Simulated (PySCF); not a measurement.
Molecule (SMILES): OCl (OH-Cl).
Geometry (B3LYP-D3(BJ)/def2-TZVP, fixed):
```xyz
3

O      0.0220     1.1044    -0.0012
H     -0.9233     1.3146     0.0160
Cl     0.0439    -0.5970    -0.0004
```
Charge 0, spin multiplicity 1.

Basis-set convergence of the isotropic shielding of Cl3 at HF with PySCF. GIAO, no density fitting; atoms are numbered in the order shown. All functions are spherical. No added dispersion term, no relativity. Reference: the value in pcSseg-3, 202.50 ppm, itself unsure by roughly 16.21 ppm (its mean distance from pcseg-3, pcSseg-2). Deviations are taken from unrounded values. Cost is core time over that of def2-TZVPD, rough, on shared machines of one kind; a dash marks a row that isn't timed (too short, read off another run, short of memory, by another algorithm or on other hardware).

```csv
basis,functions,isotropic shielding of Cl3 (ppm),minus reference (ppm),cost
STO-3G,15,845.82,643.32,-
pcSseg-0,24,362.92,160.42,-
pcseg-0,24,389.89,187.39,-
pcSseg-1,46,262.55,60.05,-
6-311+G**,58,296.65,94.15,-
def2-SVPD,58,312.98,110.48,-
"6-311++G(2d,2p)",72,251.63,49.13,-
def2-TZVPP,87,193.15,-9.35,0.8×
def2-TZVPD,95,178.91,-23.59,1×
"6-311++G(3df,3pd)",104,248.34,45.84,1×
def2-TZVPPD,108,179.31,-23.19,1×
def2-QZVPPD,178,204.84,2.34,20×
pcSseg-3,181,202.50,0.00,10×
```
